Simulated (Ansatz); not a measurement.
## [Cl···H···Cl], doublet: transfer scan

Starting geometry:

| atom | x (Å) | y (Å) | z (Å) |
| --- | --- | --- | --- |
| Cl | 0.0000 | 0.0000 | -1.4353 |
| H | 0.0000 | 0.0000 | -0.1565 |
| Cl | 0.0000 | 0.0000 | 1.5917 |

From there H2 is moved from one fragment to the other while all else, the fragments' distance too, stays fixed, so the hump isn't the reaction's barrier; atoms are numbered as listed. Energies are in kJ/mol, counted from the starting geometry at the same level. Kohn–Sham curves are unrestricted where that lies lower.

Basis cc-pVTZ; Ansatz 0.2.0. Only valence electrons are correlated (noble-gas cores frozen). R marks a restricted (for open shells ROHF) determinant, U an unrestricted one.

Full CI isn't at hand for all of this; UCCSDT(Q) serves as the reference, and is uncertain by about the last step of the cluster series.

| distance Cl1-H2 (Å) | UCCSDT(Q) | PBE0 | B3LYP | wB97X-V | wB97M-V | B2PLYP |
| --- | --- | --- | --- | --- | --- | --- |
| 1.279 | 0.0 | 0.0 | 0.0 | 0.0 | 0.0 | 0.0 |
| 1.336 | 2.1 | -2.2 | -2.4 | 0.4 | 0.2 | 0.1 |
| 1.449 | 12.9 | 1.7 | 0.9 | 8.7 | 8.0 | 7.6 |
| 1.563 | 13.9 | 2.1 | 1.3 | 9.6 | 8.8 | 8.4 |
| 1.677 | 3.3 | -2.0 | -2.4 | 1.2 | 0.9 | 0.8 |
